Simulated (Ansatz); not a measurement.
System: hcp Mg. Method: BLYP in Ansatz (PAW).

Numerical settings: plane-wave cutoff 520 eV, 18×18×10 k mesh (along the axes of the cell as run), Fermi–Dirac smearing 0.05 eV, scalar-relativistic PAW data made under PBE.

Starting structure:

```xyz
2
Lattice="3.2100 0.0000 0.0000 -1.6050 2.7799 0.0000 0.0000 0.0000 5.2100" Properties=species:S:1:pos:R:3 pbc="T T T"
Mg     1.6050     0.9266     3.9075
Mg     0.0000     1.8533     1.3025
```

Question: Into what structure does the relaxation of cell and atoms lead at this level, with the symmetry of the start kept?

Answer: The volume grows by 0.9 %; final space group P6_3/mmc.
```xyz
2
Lattice="3.2229 0.0000 0.0000 -1.6115 2.7911 0.0000 0.0000 0.0000 5.2145" Properties=species:S:1:pos:R:3 pbc="T T T"
Mg     1.6115     0.9304     3.9108
Mg     0.0000     1.8608     1.3036
```

Ansatz is an electronic-structure program.
